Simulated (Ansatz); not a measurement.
`COCCC#N`, relaxed with RKS PBE-D4/def2-SVP in Ansatz from a rough embedded geometry. The force threshold is 0.03 eV/Å; the program also tests the step.

Total charge 0; spin multiplicity 1.

Start:

```xyz
13

C    -0.038   -0.536   -1.859
O     0.874   -0.296   -0.795
C     0.490    0.716    0.141
C    -0.499    0.236    1.203
C     0.167   -0.635    2.172
N     0.677   -1.267    2.966
H    -1.039   -0.844   -1.488
H    -0.142    0.393   -2.459
H     0.362   -1.269   -2.503
H     1.370    1.150    0.638
H     0.024    1.565   -0.439
H    -1.296   -0.291    0.708
H    -0.949    1.078    1.716
```

| step | energy (eV) | largest force (eV/Å) | largest move (Å) |
| --- | --- | --- | --- |
| 1 | -7782.6503 | 4.080 | 0.000 |
| 2 | -7782.8943 | 0.429 | 0.086 |
| 3 | -7782.9126 | 0.308 | 0.082 |
| 4 | -7782.9196 | 0.116 | 0.090 |
| 5 | -7782.9207 | 0.099 | 0.022 |
| 6 | -7782.9240 | 0.073 | 0.075 |
| 7 | -7782.9254 | 0.443 | 0.196 |
| 8 | -7782.9296 | 0.061 | 0.148 |
| 9 | -7782.9302 | 0.036 | 0.035 |
| 10 | -7782.9305 | 0.023 | 0.022 |

End:

```xyz
13

C     0.015   -0.617   -1.697
O     0.977   -0.111   -0.798
C     0.503    0.873    0.081
C    -0.489    0.352    1.149
C     0.037   -0.759    1.941
N     0.468   -1.649    2.568
H    -0.777   -1.221   -1.194
H    -0.485    0.198   -2.276
H     0.546   -1.280   -2.407
H     1.396    1.289    0.589
H    -0.001    1.709   -0.467
H    -1.441    0.028    0.679
H    -0.752    1.189    1.832
```

Run time 15 s (4 threads of a server CPU on a shared host); peak host memory 0.16 GiB.
